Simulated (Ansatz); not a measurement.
Density of states of K2AgBiCl6 (Fm-3m, a = 10.705 Å, b = 10.705 Å, c = 10.705 Å, α = 90.00°, β = 90.00°, γ = 90.00°), in states per eV and primitive cell, averaged over bins of 0.3 eV. The calculation used Ansatz, DFT r2SCAN, scalar-relativistic, plane waves, PAW.

Settings: cutoff 500 eV, Γ-centred mesh 6×6×6 on the computed 10-atom cell, Gaussian smearing of 0.02 eV; no spin polarisation.

The cell is relaxed at this level. The states (both spins) are summed by tetrahedra on a 9×9×9 mesh at the self-consistent density. Energies are bin centres; the table starts no lower than −8 eV and ends at 6 eV, or lower where the solved bands end.

The gap is 2.15 eV at this level, with the zero inside it.

| E − E_F (eV) | total | Cl 3p | Ag 4d | Bi 6p | K 4s | Ag 5s |
| --- | --- | --- | --- | --- | --- | --- |
| -6.40 | 5.05 | 3.52 | 0.19 | 0.87 | 0.00 | 0.40 |
| -6.10 | 9.64 | 6.39 | 1.31 | 1.70 | 0.00 | 0.10 |
| -5.80 | 5.32 | 3.84 | 0.29 | 1.05 | 0.00 | 0.01 |
| -5.50 | 0.00 | 0.00 | 0.00 | 0.00 | 0.00 | 0.00 |
| -5.20 | 4.45 | 2.92 | 1.27 | 0.06 | 0.00 | 0.12 |
| -4.90 | 13.79 | 10.07 | 3.08 | 0.09 | 0.29 | 0.11 |
| -4.60 | 15.09 | 10.75 | 4.01 | 0.03 | 0.15 | 0.02 |
| -4.30 | 7.04 | 5.69 | 0.76 | 0.03 | 0.20 | 0.06 |
| -4.00 | 14.50 | 12.62 | 1.29 | 0.18 | 0.07 | 0.05 |
| -3.70 | 19.08 | 16.83 | 1.71 | 0.19 | 0.04 | 0.02 |
| -3.40 | 18.82 | 17.24 | 1.12 | 0.09 | 0.01 | 0.03 |
| -3.10 | 23.21 | 13.29 | 9.49 | 0.03 | 0.08 | 0.02 |
| -2.80 | 4.02 | 1.89 | 2.10 | 0.00 | 0.00 | 0.00 |
| -2.50 | 2.17 | 0.75 | 1.19 | 0.14 | 0.00 | 0.00 |
| -2.20 | 4.44 | 1.70 | 2.28 | 0.24 | 0.00 | 0.02 |
| -1.90 | 3.49 | 1.55 | 1.62 | 0.11 | 0.00 | 0.02 |
| -1.60 | 1.63 | 0.84 | 0.57 | 0.05 | 0.00 | 0.01 |
| -1.30 | 1.56 | 0.85 | 0.53 | 0.02 | 0.00 | 0.00 |
| -1.00 | 0.05 | 0.03 | 0.02 | 0.00 | 0.00 | 0.00 |
| -0.70 | 0.00 | 0.00 | 0.00 | 0.00 | 0.00 | 0.00 |
| -0.40 | 0.00 | 0.00 | 0.00 | 0.00 | 0.00 | 0.00 |
| -0.10 | 0.00 | 0.00 | 0.00 | 0.00 | 0.00 | 0.00 |
| 0.20 | 0.00 | 0.00 | 0.00 | 0.00 | 0.00 | 0.00 |
| 0.50 | 0.00 | 0.00 | 0.00 | 0.00 | 0.00 | 0.00 |
| 0.80 | 0.00 | 0.00 | 0.00 | 0.00 | 0.00 | 0.00 |
| 1.10 | 0.23 | 0.02 | 0.00 | 0.12 | 0.00 | 0.06 |
| 1.40 | 1.39 | 0.15 | 0.01 | 0.74 | 0.00 | 0.30 |
| 1.70 | 2.91 | 0.44 | 0.02 | 1.55 | 0.00 | 0.51 |
| 2.00 | 2.24 | 0.41 | 0.01 | 1.27 | 0.00 | 0.25 |
| 2.30 | 2.74 | 0.61 | 0.02 | 1.73 | 0.00 | 0.04 |
| 2.60 | 5.30 | 1.31 | 0.05 | 3.31 | 0.03 | 0.04 |
| 2.90 | 5.36 | 1.40 | 0.11 | 3.09 | 0.28 | 0.02 |
| 3.20 | 0.84 | 0.09 | 0.01 | 0.14 | 0.51 | 0.00 |
| 3.50 | 0.91 | 0.04 | 0.00 | 0.02 | 0.73 | 0.00 |
| 3.80 | 1.28 | 0.07 | 0.00 | 0.02 | 1.01 | 0.01 |
| 4.10 | 1.90 | 0.11 | 0.00 | 0.02 | 1.43 | 0.03 |
| 4.40 | 3.87 | 0.23 | 0.00 | 0.01 | 2.80 | 0.11 |
| 4.70 | 4.57 | 0.33 | 0.00 | 0.06 | 2.73 | 0.37 |
| 5.00 | 4.99 | 0.32 | 0.00 | 0.16 | 0.67 | 0.73 |
| 5.30 | 9.01 | 0.59 | 0.00 | 0.40 | 0.28 | 1.31 |
| 5.60 | 6.11 | 0.17 | 0.00 | 0.15 | 0.05 | 0.32 |

The columns after the total are the main Löwdin projections on the occupied valence shells of the potentials; 2 others are left out. The rest of the total lies in those, in shells that are empty in the free atom, which aren't projected, and between the atoms.

Spin-orbit coupling is left out, which matters for the bands of heavy elements.

Whether K2AgBiCl6 exists in this form wasn't checked.

Cost: 1 run of about 3.9 core-minutes, on Arm Neoverse V2 (shared hosts).